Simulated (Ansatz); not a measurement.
# BH2− (singlet): wave-function methods side by side at angle H2–B1–H3 = 144.0°, 6-31++G**

Aim: climb from Hartree-Fock through coupled cluster and multireference methods for BH2− (singlet) at one geometry and basis, and see what each rung misses.

The runs use Ansatz 0.2.0, Gaussian basis; 6-31++G**, core rule «outside noble gas», up to 1 orbitals frozen.

To be run: UHF; CCSD(T) on RHF; CCSD(T) on UHF; BCCD(T) on RHF; CISD; CCSDT(Q) on RHF; CCSDT(Q) on UHF; CCSDTQ on RHF; CASSCF and MRCISD+Q, 2 electrons in 2 orbitals; CASSCF and NEVPT2, 2 electrons in 2 orbitals; CASSCF and MRCISD+Q, 6 electrons in 6 orbitals; CASSCF and MRCISD+Q(relaxed), 6 electrons in 6 orbitals; CASSCF and NEVPT2, 6 electrons in 6 orbitals; Full CI.

7 further runs of the same task are left out: 5 that didn't finish, 2 set aside as unsound or not needed.

### 1 The geometry

The geometry derives from a PBE0/def2-TZVPD stationary point (not a proven minimum). One angle is set to the value named; bond lengths are kept.

3 atoms, charge -1, spin multiplicity 1.

Atoms are counted from 1 here; the program's logs count them from 0.

Bond lengths: B1–H2 1.247 Å, B1–H3 1.247 Å. Angles: H2–B1–H3 144.0°.

### 2 UHF

Contents of in.yaml:

```yaml
crystal:
  periodic: [false, false, false]
  atoms:
    - {symbol: B, position_ang: [0.000000, -0.060567, 0.000000]}
    - {symbol: H, position_ang: [0.000000, 0.324814, -1.186080]}
    - {symbol: H, position_ang: [0.000000, 0.324814, 1.186080]}
basis:
  gaussian: {orbitals: "6-31++G**"}
total_charge: -1
magnetization: {spin_polarized: true, initial_magnetization: 0}
hamiltonian: {xc: hf}
output: {orbitals: {seedname: orbitals}}
```

Started as:

```bash
> ansatz run in.yaml --threads 1 --pin off --events-out ev --progress --plain --max-ram 2393MiB
```

After this run come: CCSD(T) on RHF; CCSD(T) on UHF; BCCD(T) on RHF; CISD; CCSDT(Q) on RHF; CCSDT(Q) on UHF; CCSDTQ on RHF; CASSCF and MRCISD+Q, 2 electrons in 2 orbitals; CASSCF and NEVPT2, 2 electrons in 2 orbitals; CASSCF and MRCISD+Q, 6 electrons in 6 orbitals; CASSCF and MRCISD+Q(relaxed), 6 electrons in 6 orbitals; CASSCF and NEVPT2, 6 electrons in 6 orbitals; Full CI.

Q: Predict the results of all the runs planned. Wanted: FCI below the RHF energy; RMP2 from FCI; RCCSD from FCI; RCCSD(T) from FCI; RCCSDT(Q) from FCI; NEVPT2 pair from FCI; T1 diagnostic; effectively unpaired electrons.

**Answer**, as computed:

| quantity | value |
| --- | --- |
| FCI below the RHF energy | -3.3554 eV |
| RMP2 from FCI | +17.37 kcal/mol |
| RCCSD from FCI | +3.24 kcal/mol |
| RCCSD(T) from FCI | +0.85 kcal/mol |
| RCCSDT(Q) from FCI | +0.03 kcal/mol |
| NEVPT2 pair from FCI | +15.17 kcal/mol |
| levels within 1 kcal/mol (43 meV) | RCCSD(T), BCCD(T), RCCSDT, RCCSDT(Q), RCCSDTQ |
| T1 diagnostic | 0.014 |
| effectively unpaired electrons | 0.27 |

What this shows: RCCSD(T) lands +0.85 kcal/mol from the yardstick (1.1 % of the correlation energy). The occupations show some static correlation. These misses are within one basis, not against nature.
